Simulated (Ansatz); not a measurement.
Results of PBEsol+SOC (PAW; Ansatz, a first-principles code) for CsCl-type TlBr.

Settings: plane-wave cutoff 520 eV, 8×8×8 k mesh, Fermi–Dirac smearing 0.01 eV, PAW data made under PBE.

Response to compression and expansion:

```json
[
 {"V (Å³/atom)": "27.944", "P (GPa)": "2.03", "direct gap at Γ (eV)": "7.676", "smallest gap on the k mesh (eV)": "0.542"},
 {"V (Å³/atom)": "28.538", "P (GPa)": "1.28", "direct gap at Γ (eV)": "7.514", "smallest gap on the k mesh (eV)": "0.659"},
 {"V (Å³/atom)": "29.133", "P (GPa)": "0.61", "direct gap at Γ (eV)": "7.358", "smallest gap on the k mesh (eV)": "0.769"},
 {"V (Å³/atom)": "29.727", "P (GPa)": "0.02", "direct gap at Γ (eV)": "7.207", "smallest gap on the k mesh (eV)": "0.872"},
 {"V (Å³/atom)": "30.322", "P (GPa)": "-0.50", "direct gap at Γ (eV)": "7.063", "smallest gap on the k mesh (eV)": "0.968"},
 {"V (Å³/atom)": "30.916", "P (GPa)": "-0.96", "direct gap at Γ (eV)": "6.923", "smallest gap on the k mesh (eV)": "1.059"},
 {"V (Å³/atom)": "31.511", "P (GPa)": "-1.36", "direct gap at Γ (eV)": "6.789", "smallest gap on the k mesh (eV)": "1.143"}
]
```

The fundamental gap (0.88 eV at the equilibrium volume, with added k points) lies elsewhere than Γ–Γ.
